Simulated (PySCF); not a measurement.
**Question.** What does the PBE0-D3(BJ)/def2-TZVP structure of amminetrifluoroboron, `[NH3+][B-](F)(F)F` look like in three dimensions?

**Answer.** 
Z-matrix in Å and degrees, rows numbered from 1:
```
N 
B   1  1.6748
F   2  1.3681  1  104.23
F   2  1.3681  1  104.11  3  -119.98
F   2  1.3681  1  104.13  3   120.03
H   1  1.0154  2  110.13  3   -66.56
H   1  1.0152  2  109.82  3   173.58
H   1  1.0151  2  110.22  3    53.64
```

N1 (nitrogen bonded to B and 3 H) is tetrahedral (angles from 108.8° to 110.2°). All 3 B–F bonds measure 1.368 Å. B2 (four-coordinate boron) is distorted tetrahedral (angles from 104.1° to 114.2°).

Method: PySCF 2.14.0, PBE0-D3(BJ)/def2-TZVP geometry optimisation, gas phase.

Point group: near C3v, missed by 0.14 Å at most; the miss may be what the optimiser left on a soft mode (C3 holds within 0.08 Å). PBE0-D3(BJ)/def2-TZVP frequencies: not computed here.


Question: Give a PBE0-D3(BJ)/def2-SVP geometry of `FC` (CH3F).

Answer: 
```xyz
5
CH3F angstrom
C     -0.0169    0.0194    0.0262
F      1.3284   -0.1190   -0.1408
H     -0.2923   -0.1986    1.0716
H     -0.3240    1.0506   -0.2164
H     -0.5536   -0.6786   -0.6378
```

Orientation and origin are arbitrary. Atoms count from 1 in this order. 

Bonds between heavy atoms (Å): C1–F2 1.363.

Computed with PBE0-D3(BJ)/def2-SVP geometry optimisation, gas phase (PySCF).

Point group: C3v (every atom within 0.08 Å of its image). Whether it is a minimum is left open (no frequencies).

Time: 1.3 s; peak memory 0.25 GiB. Hardware: an Arm Neoverse V1 with one thread, no GPU (shared host). These figures are those of the optimisation.


Question: What does the PBE0-D3(BJ)/def2-SVP structure of `[H][In-]([H])([H])[CH3]` ([InMeH3]-) look like in three dimensions? (Charge -1.)

Answer: 
Z-matrix in Å and degrees, rows numbered from 1:
```
In
C   1  2.2396
H   2  1.1038  1  111.23
H   2  1.1038  1  111.22  3  -119.99
H   2  1.1038  1  111.24  3   120.00
H   1  1.7967  2  109.26  3   177.66
H   1  1.7969  2  109.27  3    57.67
H   1  1.7968  2  109.28  3   -62.32
```

In1 (indium bonded to C and 3 H) is tetrahedral (angles from 109.3° to 109.7°).

Level of theory: PBE0-D3(BJ)/def2-SVP geometry optimisation, gas phase, def2 core potentials past Kr in PySCF.

No frequency check. The geometry's basis has no diffuse functions, a weakness for an anion.
